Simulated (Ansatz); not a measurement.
A made-up structure of CHOS, doublet:

```
4
angstrom
O -0.7751 -0.1271 1.5940
C -0.4019 0.2536 0.5542
S 0.5972 -0.5816 -0.6490
H -0.4321 1.3132 0.5435
```

It is relaxed with PBE-D4/def2-SVP and then PBE0-D4/def2-TZVP (Ansatz 0.2.0). Atoms count as bonded within 1.22 times the sum of their covalent radii (H–H: 0.88 Å). The end point is not checked to be a true minimum.

Problem. Does its bonding change? (A judgement: the text doesn't fix the answer.)

Solution. The calculation gives: No: no bond forms or breaks.

Where it ends: The first stage lowers the energy by 0.60 eV in 9 steps. It ends as CHOS ([O][CH][S]):
O1  (-0.809, -0.241, 1.600)
C2  (-0.338, 0.286, 0.635)
S3  (0.547, -0.559, -0.621)
H4  (-0.411, 1.372, 0.428)
(Å)

Labels in which every atom is bracketed show which atoms are joined, not bond orders.

For scale, one of the runs: PBE0-D4/def2-TZVP relaxation, 105 basis functions, launched by `ansatz run in.yaml --threads 2 --pin off --events-out ev --progress --plain --max-ram 4352MiB`. The run took about 30 s on 2 CPU threads of an Arm Neoverse V1 (shared host).
